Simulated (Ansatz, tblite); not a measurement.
Cost and result up the ladder for AlH2Et (C₂H₇Al) (10 atoms). The state is a singlet with charge 0. Geometry: PBE0-D4/def2-TZVP.

```xyz
10

Al   -1.200   -1.110   -0.332
H    -1.405   -1.516   -1.858
H    -1.651   -2.138    0.797
C    -0.347    0.591    0.139
C     1.185    0.490    0.174
H    -0.713    0.930    1.114
H    -0.643    1.359   -0.585
H     1.650    1.446    0.430
H     1.529   -0.238    0.915
H     1.596    0.185   -0.793
```

Ansatz on 4 threads of Arm Neoverse V2 on a shared host; xTB runs through tblite on one thread. Times are rough, summed over both states, and most runs start from the orbitals of an earlier one. PBE0-D4/def2-TZVP serves as the yardstick here, not as an exact answer. The other state is a triplet.

The xTB rows come from tblite.

Run but left out: PBE-D4/def2-TZVP (triplet: an occupied level 0.13 eV above an empty one).

xTB has no spin-polarisation term.

```
                            level  functions  wall time  vertical triplet (eV)  difference from PBE0-D4/def2-TZVP (eV)
                         GFN1-xTB         31    0.008 s                   5.80                                    1.37
                         GFN2-xTB         24    0.008 s                   4.66                                    0.23
                PBE0-D4/def2-TZVP        141      3.1 s                   4.43                                    0.00
r2SCAN-D4/def2-TZVP (with forces)        141      5.1 s                   4.21                                   -0.22
```
